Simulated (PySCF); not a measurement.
**CH2O2**

CH2O2 is a carbene (divalent C1, bonded to 2 O), neutral, singlet. The structure, one conformer, was relaxed in the gas phase by PBE0-D3(BJ)/def2-SVP. No frequency run checks that it is a minimum.

SMILES: O[C]O

Coordinates in Å:
```
C1     -0.054   -0.711   -0.185
O2      0.679   -0.105   -1.073
O3     -0.416    0.192    0.716
H4      0.772    0.849   -0.854
H5     -0.957   -0.261    1.375
```

Shieldings: GIAO PBE0/pcSseg-2. Shifts are against computed references at the same level: C TMS (σ 184.1 ppm), H TMS (σ 31.24 ppm). Core levels by delta-SCF with SCAN, pcX-2 on the ionised atom and pcseg-1 elsewhere, spin-free X2C; from the vacuum level, for chosen atoms.

Give the shieldings and core levels atom by atom.


| atoms | bonded to | σ (ppm) | δ (ppm) | core level (eV) |
| --- | --- | --- | --- | --- |
| C1 | 2 O | -115.6 | 299.8 | 1s 294.47 |
| O2 | 1 C + 1 H | 51.0 | - | 1s 540.70 |
| O3 | 1 C + 1 H | 20.5 | - | 1s 540.74 |
| H4 | 1 O | 23.46 | 7.79 | - |
| H5 | 1 O | 22.38 | 8.86 | - |

Values are those of this one static structure; atoms that internal rotation interchanges would show their mean in an NMR spectrum.

By CAM-B3LYP/def2-SVPD (TDDFT singlets, Tamm-Dancoff triplets, ionisation by delta-SCF), where does absorption start, and what does vertical ionisation take?

The lowest singlet lies at 5.02 eV (f 0.025), the strongest of the first 6 at 8.99 eV (f 0.147), the lowest triplet at 3.02 eV; vertical ionisation takes 10.04 eV.
